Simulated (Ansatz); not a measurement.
`CC#CC#CC`, charge 0, multiplicity 1.

**Question.** Give a relaxed structure at PBE0-D4/def2-TZVP (Ansatz). (Best estimate.)

**Answer.** The calculation gave: 
```xyz
12

C    -0.3927    0.9405   -3.1760
C    -0.2220    0.5319   -1.7996
C    -0.0794    0.1909   -0.6495
C     0.0809   -0.1932    0.6487
C     0.2228   -0.5333    1.7991
C     0.3924   -0.9399    3.1762
H     0.2890    1.7567   -3.4295
H    -1.4139    1.2862   -3.3578
H    -0.1921    0.1103   -3.8586
H     1.3939   -0.6910    3.5374
H     0.2538   -2.0189    3.2857
H    -0.3328   -0.4401    3.8241
```
Point group D3.
This is one stationary point; other conformers may exist.
